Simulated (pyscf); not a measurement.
Single points on ωB97X-D3(BJ)/def2-SVP structures (PySCF, gas phase).

Problem. Estimate by transition-state theory the rate constant of H₂N–W(F)(F)(F)(F)–F + H₂ -> F–WH(F)(F)(F)–F + NH₃ (singlet surface; N–W, H–H broken, H–W, H–N formed) at 600 K, with ωB97M-D3(BJ)/def2-TZVP energies (ideal gas, 1 atm, RRHO with modes under 100 cm⁻¹ raised to 100, one conformer, R ln 2 for chiral ones without a mode under 150 cm⁻¹; no tunnelling).

Solution. The electronic barrier is 38.1 kcal/mol and the thermal terms add +22.3, so ΔG‡ = 60.4 kcal/mol. With k_BT/h = 1.25e+13 s⁻¹ and RT = 1.192 kcal/mol, and a volume of 8.18e-20 cm³ per molecule at 1 atm, k = 1.0e-28 cm³ molecule⁻¹ s⁻¹. Wigner's tunnelling factor for 1208i cm⁻¹ would be 1.35. A shift of 1 kcal/mol in the barrier changes k by a factor 2.3. On the product side the descent ends in an adduct with a N–W contact, 29.9 kcal/mol under the separated species and 42.4 kcal/mol under the saddle at ωB97X-D3(BJ)/def2-TZVP. What is counted as broken (N–W) persists as a longer contact in the product adduct; parting that adduct is a step of its own. At the saddle there is also a short H–W contact that neither side keeps. One saddle was located; it need not be the lowest between these sides. Elements past Kr carry the def2 core potentials, without spin-orbit coupling.
